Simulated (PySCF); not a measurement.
An unknown gives this computed stick spectrum. Method: PySCF 2.14.0, density-fitted response routines, TDDFT CAM-B3LYP/def2-SVPD, vertical, gas phase, core orbitals frozen in the response. Geometries: PBE0-D3(BJ)/def2-SVP, one conformer each.

| state | E (eV) | f |
| --- | --- | --- |
| S1 | 5.53 | 0.0000 |
| S2 | 5.59 | 0.0046 |
| S3 | 6.95 | 0.116 |
| S4 | 7.30 | 0.044 |
| S5 | 8.00 | 0.017 |
| S6 | 8.02 | 0.094 |
| S7 | 8.35 | 0.049 |
| S8 | 8.35 | 0.279 |
| S9 | 8.82 | 0.086 |
| S10 | 8.95 | 0.0000 |
| S11 | 8.97 | 0.0002 |
| S12 | 9.12 | 0.092 |
| S13 | 9.14 | 0.042 |
| S14 | 9.15 | 0.011 |
| S15 | 9.24 | 0.028 |

Question: Which candidate is it? All have the formula C2H7Al.
A. `[H][Al]([CH3])[CH3]`
B. `[H][Al]([H])[CH2]C`
C. `C[CH2][AlH2]`

Answer: A. Its S1, at 5.53 eV, is the highest among the candidates; the nearest of the others has S1 at 4.96 eV. S1 is HOMO→LUMO (98%). Löwdin shares by element: HOMO carbon 58%, aluminium 20%, hydrogen 4% or more (atoms not listed hold the other 17%); LUMO aluminium 60%, carbon 20%, hydrogen 12% or more. At the same level the other candidates give, for their lowest levels:
- `C[CH2][AlH2]`: 4.96 eV (f 0.002); 5.50 eV (f 0.000); 6.84 eV (f 0.041); 7.70 eV (f 0.001); 7.82 eV (f 0.012); T1 4.64 eV; HOMO -8.93, LUMO -0.38 eV
- `[H][Al]([H])[CH2]C`: 4.88 eV (f 0.002); 5.41 eV (f 0.000); 6.95 eV (f 0.044); 7.59 eV (f 0.001); 7.69 eV (f 0.044); T1 4.56 eV; HOMO -8.91, LUMO -0.45 eV
Triplets come from the Tamm–Dancoff approximation.
